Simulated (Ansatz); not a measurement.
We consider hcp Tl, described by PBE (PAW; Ansatz, a quantum-chemistry and plane-wave program).

Run with plane-wave cutoff 520 eV, 18×18×10 k mesh (along the axes of the cell as run), Fermi–Dirac smearing 0.05 eV, scalar-relativistic PAW data made under PBE.

Shape and atoms are relaxed at each volume.

Pressure at four volumes; x = ln(V/31.418 Å³). One pressure is withheld.

```tsv
V (Å³/atom)	x	P (GPa)
30.162	-0.0408	?
30.790	-0.0202	0.574
31.418	0.0000	0.012
32.675	0.0392	-0.913
```

Task: Pass a parabola P(x) through the three rows shown, estimate the bulk modulus and its pressure derivative near zero pressure, and predict the withheld pressure.

Result: Slopes between the rows: (0.012 − (0.574))/(0.0000 − (-0.0202)) = -27.82 and (-0.913 − (0.012))/(0.0392 − (0.0000)) = -23.60 GPa. Their difference over the span 0.0594 is c = 4.22/0.0594 = 71.0 GPa, so P(x) = 0.574 + (-27.82)(x − (-0.0202)) + 71.0 (x − (-0.0202))(x − (0.0000)). At the middle row B = −dP/dx = −[-27.82 + 71.0 × 0.0202] = 26.4 GPa, and B′ = dB/dP = 2c/B = 5.4. At x = -0.0408 the parabola gives 1.207 GPa; the run gives 1.212 GPa. The Birch–Murnaghan fit to the energies at all volumes has B0 = 26.2 GPa and B′ = 5.5.

Measured, for comparison: bulk modulus 37.4 GPa (copied from a table, unchecked, extrapolated to 0 K and zero-point effects removed; as tabulated in Lejaeghere et al. (2013), arXiv:1204.2733). Computed (rounded) less measured: bulk modulus not scored (unchecked).

Note: the cell is over a tenth larger than the published one: the level's own overestimate first of all, though another phase or state, or a fault of the published cell, is possible; the bulk modulus comes from volumes at which shape and atoms were relaxed.

Spin–orbit coupling is not included; it can shift volumes and moduli of such heavy elements.
